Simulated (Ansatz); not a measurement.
## Ansatz (development build ahead of 0.2.0) run

```yaml
crystal:
  periodic: [false, false, false]
  atoms:
    - { symbol: O, position_ang: [-0.10773, -0.03704, -0.10706] }
    - { symbol: H, position_ang: [0.07492, 0.02826, 0.78559] }
basis:
  gaussian: { orbitals: cc-pVDZ }
total_charge: -1
hamiltonian:
  xc: hf
correlation:
  method: mp2
  frozen_orbitals: { H: 0, O: 1 }
```

The input is written out in the form of the current development build from the run's settings.

Results

| Property | Result |
| --- | --- |
| Converged | yes |
| Reference energy | -75.32838 hartree |
| Correlation energy | -0.19297 hartree |
| Total energy | -75.52135 hartree |
| Spin squared of the determinant | 0.000 |

Caution: no diffuse functions for an anion.
